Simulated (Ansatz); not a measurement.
# HNO2: how energies converge with the basis set

Aim: see how fast density functionals and correlated methods converge with the basis set for HNO2.

Method: one geometry, several basis sets; program: Ansatz 0.2.0, Gaussian basis.

The runs, in order: PBE0-D4/def2-SVP; ωB97M-V/def2-SVP; PBE0-D4/def2-QZVPP; ωB97M-V/def2-QZVPP; CCSD(T)/cc-pV(D+d)Z; CCSD(T)/cc-pV(T+d)Z; CCSD(T)/cc-pV(Q+d)Z; the functionals' def2-TZVPP values are taken from earlier runs.

### Step 1. The geometry

The geometry comes from an earlier relaxation with PBE0-D4 in a triple-zeta def2 set; it is a stationary point.

SMILES `O=NO`, 4 atoms, charge 0, spin multiplicity 1.

Atoms are counted from 1 here; the program's logs count them from 0.

Bond lengths: O1–N2 1.162 Å, N2–O3 1.397 Å, O3–H4 0.967 Å. Angles: O1–N2–O3 111.2°, N2–O3–H4 103.0°.

### Step 2. PBE0-D4 in def2-SVP

in.yaml reads:

```yaml
crystal:
  periodic: [false, false, false]
  atoms:
    - {symbol: O, position_ang: [0.413661, 0.047221, 1.437268]}
    - {symbol: N, position_ang: [0.320130, -0.419353, 0.377396]}
    - {symbol: O, position_ang: [-0.362618, 0.434595, -0.492642]}
    - {symbol: H, position_ang: [-0.371163, -0.062463, -1.322021]}
basis:
  gaussian: {orbitals: def2-SVP}
hamiltonian: {xc: pbe0, dispersion: d4}
output: {orbitals: {seedname: orbitals}}
```

On the command line:

```
$ ansatz run in.yaml --threads 2 --pin off --events-out ev --progress --plain --max-ram 20480MiB --backend cpu
```

The runs that follow: ωB97M-V in def2-SVP; PBE0-D4 in def2-QZVPP; ωB97M-V in def2-QZVPP; CCSD(T) in cc-pV(D+d)Z; CCSD(T) in cc-pV(T+d)Z; CCSD(T) in cc-pV(Q+d)Z.

Before running them: what should the planned runs give, taken together? Wanted: MP2 correlation recovered, cc-pV(D+d)Z; MP2 correlation recovered, cc-pV(T+d)Z; MP2 correlation recovered, cc-pV(Q+d)Z; CCSD(T) limit from def2 sets; PBE0-D4: double and triple zeta above quadruple; ωB97M-V: double and triple zeta above quadruple.

As calculated:

```
                                                                 quantity          value
                                   MP2 correlation recovered, cc-pV(D+d)Z         70.6 %
                                   MP2 correlation recovered, cc-pV(T+d)Z         88.6 %
                                   MP2 correlation recovered, cc-pV(Q+d)Z         95.3 %
CCSD(T) limit from def2 sets (earlier runs) less the limit of this series         15 meV
                          PBE0-D4: double and triple zeta above quadruple  7.15, 0.29 eV
                          ωB97M-V: double and triple zeta above quadruple  7.33, 0.28 eV
```

**Reading.** For PBE0-D4 the step from double to triple zeta gains 6.86 eV and the next only 0.29 eV. In cc-pV(D+d)Z MP2 holds 71 % of its limit, in cc-pV(Q+d)Z 95 %, while Hartree-Fock is within 0.134 eV in the largest set. A limit from the def2 sets, made apart, differs by 15 meV, a least measure of the doubt on such a limit. These are total energies; as a rule much of such shifts cancels in differences, which this series doesn't test.
